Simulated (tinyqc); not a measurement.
Worked calculation: G0W0 on RHF in the sto-6g basis, for H2O, spin multiplicity 1. One step of it, computed by the program tinyqc.

Question. G0W0 on Hartree-Fock: LUMO. W(p,q,m) = sqrt2 sum_ia (pq|ia) (X+Y)_ia,m; Sigma_c(x) = sum_(i,m) W^2/(x - e_i + w_m) + sum_(a,m) W^2/(x - e_a - w_m); solve x = e_p + Sigma_c(x) by Newton steps; Z = 1/(1 - dSigma/dx); 1 hartree = 27.211386 eV.

orbital energies (hartree): MO1 -20.512585, MO2 -1.206664, MO3 -0.557672, MO4 -0.420918, MO5 -0.386053, MO6 0.444558, MO7 0.594676

Two-electron integrals over orbitals (pq|rs), unique and non-zero (hartree):
```
(11|11) 4.763329    (21|11) -0.440142   (21|21) 0.065555    (22|11) 1.035912
(22|21) -0.016535   (22|22) 0.725372    (31|31) 0.010512    (32|31) 0.016386
(32|32) 0.130484    (33|11) 0.755584    (33|21) -0.004321   (33|22) 0.611710
(33|33) 0.590661    (41|11) 0.162675    (41|21) -0.022548   (41|22) 0.012066
(41|33) 0.004893    (41|41) 0.025573    (42|11) -0.146457   (42|21) 0.008235
(42|22) -0.024980   (42|33) 0.003644    (42|41) 0.019491    (42|42) 0.131061
(43|31) -0.002175   (43|32) 0.029035    (43|43) 0.054216    (44|11) 0.954529
(44|21) -0.011231   (44|22) 0.670352    (44|33) 0.566724    (44|41) -0.009533
(44|42) -0.097172   (44|44) 0.718180    (51|51) 0.026659    (52|51) 0.033194
(52|52) 0.151280    (53|53) 0.026059    (54|51) -0.011322   (54|52) -0.041875
(54|54) 0.048108    (55|11) 1.117098    (55|21) -0.011602   (55|22) 0.757135
(55|33) 0.598560    (55|41) 0.004013    (55|42) -0.076780   (55|44) 0.699824
(55|55) 0.880663    (61|11) 0.212533    (61|21) -0.033428   (61|22) 0.003574
(61|33) -0.000290   (61|41) -0.002045   (61|42) -0.020461   (61|44) 0.015282
(61|55) 0.005221    (61|61) 0.027365    (62|11) -0.277413   (62|21) 0.007213
(62|22) -0.131750   (62|33) -0.062940   (62|41) -0.018382   (62|42) -0.032343
(62|44) -0.070359   (62|55) -0.143446   (62|61) 0.008229    (62|62) 0.093871
(63|31) -0.002284   (63|32) 0.042821    (63|43) 0.039741    (63|63) 0.081398
(64|11) -0.258996   (64|21) 0.002705    (64|22) -0.125753   (64|33) -0.045809
(64|41) -0.002114   (64|42) 0.039258    (64|44) -0.130619   (64|55) -0.144525
(64|61) -0.000334   (64|62) 0.063258    (64|64) 0.091244    (65|51) -0.013510
(65|52) -0.052584   (65|54) -0.005304   (65|65) 0.033964    (66|11) 0.766591
(66|21) -0.007452   (66|22) 0.584177    (66|33) 0.544196    (66|41) 0.017833
(66|42) 0.050285    (66|44) 0.537916    (66|55) 0.568529    (66|61) -0.007892
(66|62) -0.087171   (66|64) -0.049069   (66|66) 0.573498    (71|31) 0.014777
(71|32) 0.021916    (71|43) -0.003165   (71|63) -0.002857   (71|71) 0.020800
(72|31) 0.014829    (72|32) 0.056094    (72|43) -0.027617   (72|63) -0.028936
(72|71) 0.019954    (72|72) 0.069105    (73|11) 0.373311    (73|21) -0.006687
(73|22) 0.168784    (73|33) 0.089020    (73|41) -0.000320   (73|42) -0.072481
(73|44) 0.150092    (73|55) 0.203863    (73|61) 0.005220    (73|62) -0.070512
(73|64) -0.096434   (73|66) 0.042173    (73|73) 0.157273    (74|31) -0.007802
(74|32) -0.069705   (74|43) -0.011515   (74|63) -0.055761   (74|71) -0.010854
(74|72) -0.017769   (74|74) 0.067887    (75|53) 0.024002    (75|75) 0.025633
(76|31) -0.007954   (76|32) -0.089255   (76|43) -0.062312   (76|63) -0.073395
(76|71) -0.010768   (76|72) 0.001281    (76|74) 0.059710    (76|76) 0.117608
(77|11) 0.851725    (77|21) -0.008883   (77|22) 0.612609    (77|33) 0.582199
(77|41) 0.003291    (77|42) -0.021053   (77|44) 0.585177    (77|55) 0.614314
(77|61) 0.003980    (77|62) -0.063479   (77|64) -0.051965   (77|66) 0.546923
(77|73) 0.102092    (77|77) 0.600905
```

excitation energies w (hartree): [0.895968, 0.959781, 1.030722, 1.040120, 1.242316, 1.422575, 1.875980, 1.937760, 21.011805, 21.148836]

X + Y:
```
            1          2         3         4          5          6          7          8
1>6  0.000000  -0.000124  0.000000  0.000000   0.000000  -0.001380  -0.001156   0.000000
1>7  0.000000   0.000000  0.000000  0.001497  -0.001034   0.000000   0.000000  -0.003727
2>6  0.000000  -0.092602  0.000000  0.000000   0.000000   0.352271   0.884139   0.000000
2>7  0.000000   0.000000  0.000000  0.087311   0.024815   0.000000   0.000000   0.961827
3>6  0.000000   0.000000  0.000000  0.678923   0.646404   0.000000   0.000000  -0.043772
3>7  0.000000   0.328290  0.000000  0.000000   0.000000   0.817293  -0.229343   0.000000
4>6  0.000000   0.903496  0.000000  0.000000   0.000000  -0.204115   0.110084   0.000000
4>7  0.000000   0.000000  0.000000  0.710661  -0.627490   0.000000   0.000000  -0.024248
5>6  0.962837   0.000000  0.000000  0.000000   0.000000   0.000000   0.000000   0.000000
5>7  0.000000   0.000000  0.975447  0.000000   0.000000   0.000000   0.000000   0.000000

             9         10
1>6   0.998698   0.000000
1>7   0.000000   0.999016
2>6   0.000124   0.000000
2>7   0.000000   0.000324
3>6   0.000000  -0.000026
3>7   0.000055   0.000000
4>6  -0.000003   0.000000
4>7   0.000000  -0.000099
5>6   0.000000   0.000000
5>7   0.000000   0.000000
```

Give: The 12 largest terms at x = e_p; Newton steps; quasiparticle energy of the LUMO; Hartree-Fock value.

Answer.

The 12 largest terms at x = e_p (hartree; W for the signs of X + Y given):
```
q  m        W      term
7  5  -0.1200   -0.0103
6  7  -0.1303   -0.0091
3  5   0.1229    0.0067
2  7   0.1501    0.0064
4  7   0.1246    0.0057
4  6  -0.1063    0.0049
4  2   0.0635    0.0022
5  1   0.0462    0.0012
6  2  -0.0317   -0.0010
2  6  -0.0530    0.0009
3  8  -0.0425    0.0006
2  2   0.0358  4.91e-04
```

Newton steps (hartree):
```
step       x  Sigma_c(x)       Z
0     0.4446      0.0086  0.9753
1     0.4529      0.0084  0.9752
2     0.4529      0.0084  0.9752
```

quasiparticle energy of the LUMO = 12.3246 eV

Hartree-Fock value = 12.0970 eV
